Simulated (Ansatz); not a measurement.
**CH₃ClSi (SMILES [SiH2]=CCl): functionals against CCSD(T) at one geometry**

The task here is to estimate one member of a computed series from the others.

Program: Ansatz 0.2.0, Gaussian basis. Level of theory: single points in def2-TZVPP. These are calculated values, not measurements.

Cores are frozen in the correlated methods.

1 further run of the same task is left out (it didn't finish).

**Starting geometry**

SMILES `[SiH2]=CCl`, 6 atoms, charge 0, spin multiplicity 1.

Atoms are counted from 1 here; the program's logs count them from 0.

Bond lengths: Si1–C2 1.714 Å, Si1–H4 1.434 Å, Si1–H5 1.477 Å, C2–Cl3 1.716 Å, C2–H6 1.066 Å. Angles: C2–Si1–H4 121.3°, C2–Si1–H5 115.7°, H4–Si1–H5 123.0°, Si1–C2–Cl3 124.4°, Si1–C2–H6 120.6°, Cl3–C2–H6 114.8°.

Geometry (Å):

```xyz
6
charge 0, multiplicity 1
Si   -0.52938    0.12956   -0.67437
C     0.55578    0.00892    0.64623
Cl    0.75436   -1.39388    1.61403
H    -1.41251   -0.94875   -1.01316
H    -0.53082    1.42472   -1.38490
H     1.21252    0.81390    0.88465
```

The first run:

Contents of run/in.yaml:

```yaml
crystal:
  periodic: [false, false, false]
  atoms:
    - {symbol: Si, position_ang: [-0.529375, 0.129558, -0.674370]}
    - {symbol: C, position_ang: [0.555778, 0.008918, 0.646227]}
    - {symbol: Cl, position_ang: [0.754358, -1.393880, 1.614025]}
    - {symbol: H, position_ang: [-1.412514, -0.948747, -1.013157]}
    - {symbol: H, position_ang: [-0.530825, 1.424720, -1.384903]}
    - {symbol: H, position_ang: [1.212524, 0.813900, 0.884645]}
basis:
  gaussian: {orbitals: def2-TZVPP}
hamiltonian: {xc: pbe, dispersion: d4}
output: {forces: true}
```

The run is started by

```console
> ansatz run in.yaml --threads 2 --pin off --events-out ev --progress --plain --max-ram 3481MiB
```

Steps of the session up to this table: PBE-D4/def2-TZVPP; r2SCAN-D4/def2-TZVPP; PBE0-D4/def2-TZVPP; wB97M-V/def2-TZVPP; CCSD(T)/def2-TZVPP.

One table of the session follows, with a row left open; its other results are not shown here.

| method | RMS force component (eV/Å) | angle to CCSD(T) forces (°) | dipole (D) |
| --- | --- | --- | --- |
| PBE-D4 | 0.417 | 20.7 | 1.62 |
| r2SCAN-D4 | 0.373 | 21.6 | 1.77 |
| PBE0-D4 | ? | ? | ? |
| wB97M-V | 0.431 | 33.5 | 2.11 |
| CCSD(T) | 0.343 | reference | 1.87 |

**Question.** Estimate the row for PBE0-D4.

The run gave: RMS force component (eV/Å): 0.404; angle to CCSD(T) forces (°): 31.2; dipole (D): 1.94. In the column «RMS force component (eV/Å)» it lies between r2SCAN-D4 (0.373) and PBE-D4 (0.417).

Caveats from the session: CCSD(T) in triple zeta still lacks some correlation energy of the bonds, so part of these gaps is its own basis error and they don't rank the functionals.
